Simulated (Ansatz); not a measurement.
in.yaml

```yaml
crystal:
  periodic: [false, false, false]
  atoms:
    - {symbol: As, position_ang: [0.000000, -0.024407, 0.000000]}
    - {symbol: H, position_ang: [0.000000, 0.907120, -1.692086]}
    - {symbol: H, position_ang: [0.000000, 0.907120, 1.692086]}
basis:
  gaussian: {orbitals: aug-cc-pVDZ, point_charges: [{charge: 1.00, position_ang: [4.966, -0.384, 0.966]}]}
total_charge: 1
magnetization: {spin_polarized: true, initial_magnetization: 2}
correlation: {method: bccd_t, electrons: outside_noble_gas}
accuracy: high
output: {forces: true}
```

```sh
$ ansatz run in.yaml --threads 1 --pin off --events-out ev --progress --plain --max-ram 2393MiB
```

Output:

```
998 factors; integrals over basis functions are off by at most 4.6e-9 eV
mean field evaluation 1: about -60811.4560 eV, gradient 6.2e0 eV
mean field evaluation 2: about -60811.4618 eV, gradient 6.2e0 eV
mean field evaluation 4: about -60811.9280 eV, gradient 1.1e0 eV
mean field evaluation 8: about -60811.9727 eV, gradient 2.1e-1 eV
mean field evaluation 16: about -60811.9771 eV, gradient 1.1e-6 eV
mean field evaluation 32: about -60811.9540 eV, gradient 2.5e-1 eV
mean field evaluation 64: about -60809.4188 eV, gradient 6.2e-4 eV
mean field evaluation 96: about -60810.1335 eV, gradient 1.4e-1 eV
mean field evaluation 128: about -60809.4188 eV, gradient 1.5e-3 eV
mean field -60811.97712447 eV, -2234.7989394858 hartree, gradient 2.8e-8 eV, S^2 2.050255; 4 other end points of the search recorded, 0 dependent functions left out
determinant -60811.97712447 eV, -2234.7989394858 hartree, with singles and doubles -60815.04645739 eV, -2234.9117353902 hartree
determinant -60810.13442529 eV, -2234.7312215397 hartree, with singles and doubles -60812.79303666 eV, -2234.8289237056 hartree
determinant -60809.41875322 eV, -2234.7049210764 hartree, with singles and doubles -60812.23583314 eV, -2234.8084468539 hartree
14 core orbitals not correlated: weight in the atoms' cores, before any rotation towards them, 1.000 or more for the frozen orbitals, at most 0.000 for the correlated occupied ones
reference -60811.97712447 eV, -2234.7989394858 hartree; 4, 2 occupied and 36, 38 virtual orbitals, 998 factors
second order -2.21132922 eV of doubles, -0.00000000 eV of singles
cycle   1  -3.05282247 eV  change   -8.1e-2 eV  update   2.0e-2
...
cycle  18  -3.05462366 eV  change    6.2e-8 eV  update   6.7e-8
cycle  19  -3.05462366 eV  change    5.3e-9 eV  update   3.7e-8
cycle  20  -3.05462304 eV  change    6.1e-7 eV  update   1.5e-7
cycle  21  -3.05462282 eV  change    2.2e-7 eV  update   6.7e-8
cycle  22  -3.05462278 eV  change    4.6e-8 eV  update   2.5e-8
cycle  23  -3.05462278 eV  change   -5.5e-9 eV  update   1.2e-8
cycle  24  -3.05462279 eV  change   -6.8e-9 eV  update   5.9e-9
cycle  25  -3.05462279 eV  change   -2.7e-9 eV  update   2.4e-9
cycle  26  -3.05462279 eV  change  -1.0e-10 eV  update  9.5e-10
cycle  27  -3.05462279 eV  change   2.5e-10 eV  update  4.1e-10
perturbative correction -0.11562544 eV, -0.0042491564 hartree
the calculation of the forces begins
Total energy: -60815.14737270 eV, -2234.9154439593 hartree
Atom 0 at     0.000000    -0.024407     0.000000 Å, force    -0.369183     2.443254    -0.048489 eV/Å
Atom 1 at     0.000000     0.907120    -1.692086 Å, force    -0.031776    -1.193578     2.278182 eV/Å
Atom 2 at     0.000000     0.907120     1.692086 Å, force    -0.059489    -1.199214    -2.309818 eV/Å
Dipole moment:    -0.126327     0.230695    -0.043794 e Å
```

Forces (eV/Å):
```
As  -0.369  2.443 -0.048
H   -0.032 -1.194  2.278
H   -0.059 -1.199 -2.310
```

Ran on 1 thread of Intel Xeon 6975P-C, shared host: 7 s wall, 0.33 GiB peak host memory.
